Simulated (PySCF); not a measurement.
# C4H7FS: electronic excitations and core binding energies

Wanted: the electronic excitations and core binding energies of C4H7FS (`C[C@@H]1C[C@@H](F)S1`), by calculation.

The runs use PySCF 2.14.0, with density-fitted response routines of our own; the level of theory stands in each step. All values are computed, except where a source is named. Atoms count from 0, in the outputs and in this text.

**1. Starting geometry**

13 atoms, charge 0, multiplicity 1; geometry from: GFN2-xTB.

Bonds of the start (Å): C0–C1 1.51, C1–C2 1.54, C2–C3 1.53, C3–F4 1.36, C3–S5 1.83, S5–C1 1.85, C0–H6 1.09, C0–H7 1.09, C0–H8 1.09, C1–H9 1.09, C2–H10 1.09, C2–H11 1.09, C3–H12 1.09.

**2. Excited states and response: CAM-B3LYP/def2-SVPD**

The job: settings as JSON, then the geometry in Å.

```
{"job": {"kind": "uv", "xc": "CAM-B3LYP", "basis": "def2-SVPD", "nstates": 8, "ntriplets": 3}, "charge": 0, "multiplicity": 1}
C      1.713856     0.287399    -0.216940
C      0.346896     0.632182     0.328942
C     -0.521288    -0.561763     0.752055
C     -1.658472    -0.329974    -0.239139
F     -2.850211    -0.057577     0.366176
S     -0.862717     1.144622    -0.974011
H      2.193635     1.175682    -0.620526
H      1.633619    -0.450908    -1.011575
H      2.336749    -0.117180     0.579317
H      0.417464     1.412570     1.087645
H     -0.024902    -1.520793     0.609224
H     -0.877537    -0.496604     1.779705
H     -1.851480    -1.117170    -0.972969
```

Method: TDDFT CAM-B3LYP/def2-SVPD, vertical, gas phase, core orbitals frozen in the response.

Command:

```bash
$ OMP_NUM_THREADS=1 python probes_run.py task.json out
```

The driver reads the jobs from task.json and runs them one after another.

**Question.** This job is followed by: delta-SCF UKS SCAN, pcX-2 on the ionised atom, pcseg-1 elsewhere, spin-free X2C. What will the session give for the following? lowest singlet (CAM-B3LYP/def2-SVPD); brightest single state of those computed; lowest triplet; C1s binding energies, SCAN/pcX-2; F1s binding energies, SCAN/pcX-2; S1s binding energies, SCAN/pcX-2; S2p binding energies, SCAN/pcX-2.

The runs gave:

```
                                quantity                                          value
    lowest singlet (CAM-B3LYP/def2-SVPD)                    4.82 eV (257 nm), f = 0.001
brightest single state of those computed                    state 3, 6.89 eV, f = 0.043
                          lowest triplet                                        4.35 eV
        C1s binding energies, SCAN/pcX-2  C3 293.42, C1 291.42, C2 291.17, C0 290.87 eV
        F1s binding energies, SCAN/pcX-2                                   F4 692.31 eV
        S1s binding energies, SCAN/pcX-2                                  S5 2476.76 eV
        S2p binding energies, SCAN/pcX-2                                   S5 169.42 eV
```

**Reading.** The lowest singlet, at 4.82 eV, is HOMO→LUMO 0.88 and is dark; of the 8 states computed, the strongest absorption comes from state 3 at 6.89 eV (the last state computed is bright too, and its partners may lie past the list). The lowest triplet lies 0.47 eV below the lowest singlet (triplets in Tamm-Dancoff, singlets in full TDDFT). The C1s levels kept as sound span 2.54 eV, from C0 (methyl carbon) up to C3 (sp3 CH bonded to F and S).
